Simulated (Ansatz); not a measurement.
A nudged elastic band was laid between two geometries of BFH2 + ClH (6 atoms, charge 0, multiplicity 1).

Method: RKS B3LYP/def2-SVP in Ansatz.

```json
{"movable images": "7", "climbing image": "yes", "spring": "5.0 eV/Å²", "optimiser": "quadratic models (default)", "start path": "through a guess of the saddle point", "force threshold": "0.03 eV/Å", "iteration limit": "60", "end points": "relaxed"}
```

Image 0:

```xyz
6
Properties=species:S:1:pos:R:3
B -0.008 0.323 -0.065
F -0.009 0.579 1.238
H 1.059 0.282 -0.625
H -1.075 0.212 -0.614
Cl 0.095 -2.655 0.931
H 0.075 -1.856 1.945
```

Image 8:

```xyz
6
Properties=species:S:1:pos:R:3
B 0.016 -0.426 -0.233
F 0.009 0.126 1.818
H 1.057 0.106 -0.493
H -1.060 0.037 -0.482
Cl 0.076 -2.186 0.118
H 0.040 -0.772 2.083
```

Question: Which bonds break or form, and what moves?

Answer: Bonds broken: B1–F2, Cl5–H6. Bonds formed: B1–Cl5, F2–H6. BFH2 + ClH becomes BClH2 + FH.

Question: Give the energies along the band, and the barrier.

Answer: The forces met the threshold. The highest image is number 5 of 0 to 8, 0.94 eV above the first end and 0.33 eV above the last; the last end lies 0.62 eV above the first. A vibrational analysis at the climbing image gives one clearly imaginary mode, 892i cm⁻¹: a first-order saddle point. The orbitals stay closed-shell, which can raise the energy where a bond breaks towards radicals; this wasn't checked here.

```json
{"image": "0", "path coordinate (Å)": "0.00", "energy (eV)": "0.00", "B1–F2 (Å)": "1.33", "Cl5–H6 (Å)": "1.29", "B1–Cl5 (Å)": "3.14"}
{"image": "1", "path coordinate (Å)": "0.29", "energy (eV)": "0.01", "B1–F2 (Å)": "1.33", "Cl5–H6 (Å)": "1.29", "B1–Cl5 (Å)": "2.96"}
{"image": "2", "path coordinate (Å)": "0.58", "energy (eV)": "0.08", "B1–F2 (Å)": "1.34", "Cl5–H6 (Å)": "1.29", "B1–Cl5 (Å)": "2.74"}
{"image": "3", "path coordinate (Å)": "0.87", "energy (eV)": "0.26", "B1–F2 (Å)": "1.36", "Cl5–H6 (Å)": "1.31", "B1–Cl5 (Å)": "2.48"}
{"image": "4", "path coordinate (Å)": "1.16", "energy (eV)": "0.64", "B1–F2 (Å)": "1.43", "Cl5–H6 (Å)": "1.37", "B1–Cl5 (Å)": "2.22"}
{"image": "5", "path coordinate (Å)": "1.45", "energy (eV)": "0.94", "B1–F2 (Å)": "1.55", "Cl5–H6 (Å)": "1.56", "B1–Cl5 (Å)": "2.04"}
{"image": "6", "path coordinate (Å)": "1.73", "energy (eV)": "0.77", "B1–F2 (Å)": "1.70", "Cl5–H6 (Å)": "1.84", "B1–Cl5 (Å)": "1.91"}
{"image": "7", "path coordinate (Å)": "2.01", "energy (eV)": "0.64", "B1–F2 (Å)": "1.89", "Cl5–H6 (Å)": "2.14", "B1–Cl5 (Å)": "1.83"}
{"image": "8", "path coordinate (Å)": "2.29", "energy (eV)": "0.62", "B1–F2 (Å)": "2.12", "Cl5–H6 (Å)": "2.42", "B1–Cl5 (Å)": "1.80"}
```

Question: What is the geometry of the highest image?

Answer: 
```xyz
6
Properties=species:S:1:pos:R:3
B 0.011 -0.190 0.026
F 0.005 0.132 1.540
H 1.062 0.108 -0.464
H -1.060 0.040 -0.457
Cl 0.077 -2.166 0.544
H 0.042 -1.039 1.623
```

Question: What are the harmonic wavenumbers there?

Answer: 892i, 479, 542, 711, 779, 841, 930, 1166, 1233, 1605, 2621, 2754 cm⁻¹.

The band took 9 iterations and about 110 core-seconds.

Run time: 100 s on 1 thread of Arm Neoverse V1 (shared host), peak memory 0.11 GiB.
